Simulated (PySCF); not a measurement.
Species: C₅H₁₂N (charge +1).
Atom-mapped SMILES: `[CH3:1][N+:2]1([CH3:3])[CH2:4][CH2:5][CH2:6]1` (hydrogens: H7, H8, H9 on C1; H10, H11, H12 on C3; H13, H14 on C4; H15, H16 on C5; H17, H18 on C6)

Structure used (PBE0-D3(BJ)/def2-SVP), in Å, numbered top down from 1:
```
atom  x, y, z in Å
C1    -0.756   -1.380   -0.435
N2    -0.342   -0.040    0.040
C3    -1.506    0.729    0.528
C4     0.549    0.680   -0.965
C5     1.791    0.321   -0.147
C6     0.852   -0.105    0.983
H7    -1.478   -1.263   -1.255
H8     0.124   -1.929   -0.794
H9    -1.221   -1.926    0.395
H10   -1.171    1.713    0.879
H11   -1.977    0.181    1.354
H12   -2.224    0.853   -0.293
H13    0.444    0.268   -1.977
H14    0.296    1.748   -0.974
H15    2.373   -0.507   -0.572
H16    2.472    1.150    0.081
H17    0.725    0.639    1.780
H18    0.974   -1.102    1.426
```

Computed with PySCF, TDDFT CAM-B3LYP/def2-SVPD, vertical, gas phase, core orbitals frozen in the response.

Orbital energies (eV): HOMO-3 -17.06, HOMO-2 -16.51, HOMO-1 -16.17, HOMO -15.95, LUMO -3.00, LUMO+1 -2.32, LUMO+2 -2.02.

Lowest singlets, with some entries withheld (?).

```
state  λ (nm)       f     main configurations (H = HOMO, L = LUMO)
   S1   128.2   0.031    H-1→L (65%), H-1→L+4 (15%), H-1→L+1 (14%)
   S2   127.7  0.0035                       H→L (78%), H→L+4 (12%)
   S3   122.4  0.0007                                  H→L+1 (88%)
   S4       ?       ?                                            ?
   S5   119.7  0.0099                   H-1→L+1 (74%), H-1→L (19%)
   S6   117.8  0.0010      H→L+3 (51%), H-1→L+2 (20%), H→L+5 (13%)
   S7   116.0   0.011                                  H-3→L (79%)
   S8       ?       ?                                            ?
   S9   115.1  0.0047     H-1→L+2 (61%), H→L+3 (12%), H-1→L+6 (8%)
  S10   114.5  0.0008  H-1→L+3 (55%), H-2→L+1 (16%), H-1→L+5 (15%)
```

(1) Fill in the withheld entries.

(2) What is the vertical ionisation energy by ΔSCF at this level?

(3) Where do the lowest triplets lie (Tamm–Dancoff)?

(4) Which level carries the most intensity, and what share of the listed sum of f?

## Answers

(1) 
- S4: λ = 121.1 nm; f = 0.0011; H-2→L (83%), H-2→L+4 (10%)
- S8: λ = 115.6 nm; f = 0.040; H→L+2 (77%)

(2) 16.97 eV; −ε(HOMO) is 15.95 eV.

(3) T1 9.33 eV, H-1→L (57%), H-1→L+1 (17%), H-1→L+4 (17%); T2 9.40 eV, H→L (72%), H→L+4 (16%); T3 9.72 eV, H-2→L (58%), H-2→L+4 (14%), H-2→L+1 (14%); T4 9.79 eV, H→L+1 (84%). E(S1) − E(T1) = +0.34 eV.

(4) S8, with f = 0.040 of 0.103, 38%.

One conformer stands for the species.
